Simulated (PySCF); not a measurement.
PySCF job for acetic acid (C2H4O2), SMILES CC(=O)O, PBE0/pcJ-1. The structure is a stationary point at PBE0-D3(BJ)/def2-SVP. Other conformers were not sampled.

```python
import numpy as np
from pyscf import gto, scf, dft
from pyscf.prop.ssc import rks as ssc

mol = gto.M(
    atom='''
    C     0.11020261    1.38817858   -0.00000000
    C    -0.12169273   -0.09285477   -0.00000000
    O     1.03415690   -0.77628240   -0.00000000
    O    -1.19275027   -0.63812986    0.00000000
    H    -0.85168020    1.91162696   -0.00000000
    H     0.69806065    1.67359920    0.88465138
    H     0.69806065    1.67359920   -0.88465137
    H     0.79324651   -1.71547018    0.00000000
    ''',
    basis='pcJ-1',
    charge=0,
    spin=0,
    max_memory=1600,
    verbose=3,
)
mf = dft.RKS(mol, xc='pbe0')
mf.grids.level = 3
mf.conv_tol = 1e-10
mf.max_cycle = 100
mf.kernel()
j = ssc.SSC(mf)
j.with_fcsd = True
j.max_cycle_cphf = 80
j.conv_tol = 1e-7
e11 = j.kernel()
```

It prints:

```
converged SCF energy = -228.842923673101
Reduced spin-spin coupling constant K (Hz)
               #0        #1        #2        #3        #4
        0 C    0.00000
        1 C   30.50378   0.00000
        2 O   18.36612 -30.66591   0.00000
        3 O    2.44301 -25.89523 -12.80173   0.00000
        4 H   17.23114  -0.70053   2.07302   0.10505   0.00000
        5 H   15.98752  -0.98257  -0.14001   0.43254  -0.43711
        6 H   15.98737  -0.98265  -0.13973   0.43238  -0.43711
        7 H    0.87597  -0.84337  16.80581  -0.54803   0.11679
               #5        #6        #7
        5 H    0.00000
        6 H   -0.63919   0.00000
        7 H   -0.01521  -0.01521   0.00000
Spin-spin coupling constant J (Hz)
               #0        #1        #2        #3        #4
        0 C    0.00000
        1 C   60.20010   0.00000
        2 O  -19.54479  32.63394   0.00000
        3 O   -2.59979  27.55709  -7.34602   0.00000
        4 H  135.21132  -5.49697  -8.77147  -0.44449   0.00000
        5 H  125.45269  -7.71017   0.59243  -1.83018 -13.63797
        6 H  125.45157  -7.71075   0.59122  -1.82950 -13.63782
        7 H    6.87367  -6.61787 -71.10965   2.31884   3.64384
               #5        #6        #7
        5 H    0.00000
        6 H  -19.94279   0.00000
        7 H   -0.47462  -0.47466   0.00000
```

Self-consistency was reached.

Cost: roughly 3 core-minutes.
